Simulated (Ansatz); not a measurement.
# C₂H₆OS: up Jacob's ladder to CCSD(T)

The task here is to estimate one member of a computed series from the others.

Computed with Ansatz 0.2.0, Gaussian basis. Level: functionals in def2-TZVPP, the program's frozen cores in correlated methods.

Levels to be run: LDA (SPW92), PBE-D4, revPBE-D4, BLYP-D4, r2SCAN-D4, B97M-V, PBE0-D4, B3LYP-D4, r2SCANh-D4, r2SCAN0-D4, HSE06-D4, BHLYP-D4, CAM-B3LYP-D4, LC-ωPBE, ωB97X-V, ωB97M-V, B2PLYP, PBE-QIDH; CCSD(T)/def2-SVP; CCSD(T)/def2-TZVPP; CCSD(T)/def2-QZVPP; extrapolation to the limit; RPA on PBE.

## Structure used throughout

The geometry comes from an earlier relaxation with PBE0-D4 in a triple-zeta def2 set; it is a stationary point, not always the lowest conformer.

SMILES `OCCS`, 10 atoms, charge 0, spin multiplicity 1.

Atoms are counted from 1 here; the program's logs count them from 0.

Bond lengths: O1–C2 1.412 Å, O1–H5 0.960 Å, C2–C3 1.511 Å, C2–H6 1.098 Å, C2–H7 1.098 Å, C3–S4 1.814 Å, C3–H8 1.091 Å, C3–H9 1.091 Å, S4–H10 1.341 Å. Angles: C2–O1–H5 108.6°, O1–C2–C3 107.1°, O1–C2–H6 111.4°, O1–C2–H7 111.4°, C3–C2–H6 109.6°, C3–C2–H7 109.6°, H6–C2–H7 107.9°, C2–C3–S4 108.5°, C2–C3–H8 109.5°, C2–C3–H9 109.5°, S4–C3–H8 110.1°, S4–C3–H9 110.1°, H8–C3–H9 109.1°, C3–S4–H10 96.5°.

The first run:

File in.yaml:

```yaml
crystal:
  periodic: [false, false, false]
  atoms:
    - {symbol: O, position_ang: [1.330782, 1.101157, -0.711194]}
    - {symbol: C, position_ang: [0.023468, 0.760564, -0.301861]}
    - {symbol: C, position_ang: [0.080034, -0.649930, 0.237911]}
    - {symbol: S, position_ang: [-1.585258, -1.126238, 0.778271]}
    - {symbol: H, position_ang: [1.319916, 1.995342, -1.059568]}
    - {symbol: H, position_ang: [-0.340226, 1.439844, 0.481015]}
    - {symbol: H, position_ang: [-0.683046, 0.804977, -1.141728]}
    - {symbol: H, position_ang: [0.773523, -0.689603, 1.078785]}
    - {symbol: H, position_ang: [0.428101, -1.324831, -0.544961]}
    - {symbol: H, position_ang: [-1.264196, -2.362380, 1.186228]}
basis:
  gaussian: {orbitals: def2-TZVPP}
hamiltonian: {xc: lda}
output: {orbitals: {seedname: orbitals}}
```

Started as:

```
ansatz run in.yaml --threads 2 --pin off --events-out ev --progress --plain --max-ram 20480MiB --backend cpu
```

Steps of the session up to this table: LDA; PBE-D4 (GGA); revPBE-D4 (GGA); BLYP-D4 (GGA); r2SCAN-D4 (meta-GGA); B97M-V (meta-GGA); B3LYP-D4 (hybrid); r2SCANh-D4 (hybrid); r2SCAN0-D4 (hybrid); HSE06-D4 (hybrid); BHLYP-D4 (hybrid); CAM-B3LYP-D4 (range-separated); LC-ωPBE (range-separated); ωB97X-V (range-separated); ωB97M-V (range-separated); B2PLYP (double hybrid); PBE-QIDH (double hybrid).

One table of the session follows, with a row left open; its other results are not shown here.

It belongs to the step «Frontier levels by functional». 

```
  functional  HOMO (eV)  LUMO (eV)  gap (eV)
 LDA (SPW92)      -5.66      -0.62      5.04
      PBE-D4      -5.55      -0.45      5.10
   revPBE-D4      -5.51      -0.37      5.14
     BLYP-D4      -5.41      -0.39      5.02
   r2SCAN-D4      -5.82      -0.08      5.74
      B97M-V      -5.91      -0.25      5.67
     PBE0-D4      -6.82       0.50      7.32
    B3LYP-D4      -6.59       0.20      6.79
  r2SCANh-D4      -6.29       0.26      6.56
  r2SCAN0-D4          ?          ?         ?
    HSE06-D4      -6.42       0.12      6.54
    BHLYP-D4      -7.96       1.34      9.30
CAM-B3LYP-D4      -8.20       1.46      9.66
     LC-ωPBE      -9.63       2.74     12.37
     ωB97X-V      -9.25       2.57     11.81
     ωB97M-V      -9.08       2.22     11.30
```

Estimate the missing values for r2SCAN0-D4.

Worked estimate for «HOMO (eV)». Against the share of exact exchange, r2SCAN-D4 (0, -5.82), r2SCANh-D4 (0.1, -6.29) give a slope of -4.70 per unit share; at 0.25 the line stands at -6.99.

The run gave: HOMO (eV): -6.99; LUMO (eV): 0.76; gap (eV): 7.75. In «HOMO (eV)» the line misses by 0.00.
